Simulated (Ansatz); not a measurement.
Basis-set extrapolation for C₄H₇F (`C=CCCF`) (PBE0-D4/def2-TZVP geometry, frozen core, Ansatz). Multiplicity 1, RHF reference.

```json
{"": "HF", "def2-TZVPP": "-255.063817", "def2-QZVPP": "-255.075332"}
{"": "MP2 correlation", "def2-TZVPP": "-0.916987", "def2-QZVPP": "-0.983851"}
{"": "CCSD(T) correlation", "def2-TZVPP": "-0.994442", "def2-QZVPP": "not run"}
```

Energies in hartree. Use E(X) = E(∞) + A·exp(−7.88·√X) for Hartree–Fock and E(X) = E(∞) + B·X^(−2.97) for correlation, with X = 3 and 4, and add CCSD(T) minus MP2 of the smaller set to the MP2 limit.

Task: What is the CCSD(T) energy at the basis-set limit?

Result: HF limit: -255.075332 + (-0.011515) × 0.13774 = -255.07692. MP2 limit: -0.983851 + (-0.066864) × 0.74074 = -1.03338. Higher-order term: -0.994442 − (-0.916987) = -0.07746. Total: -256.18776 hartree, 3.52 eV below CCSD(T)/def2-TZVPP.
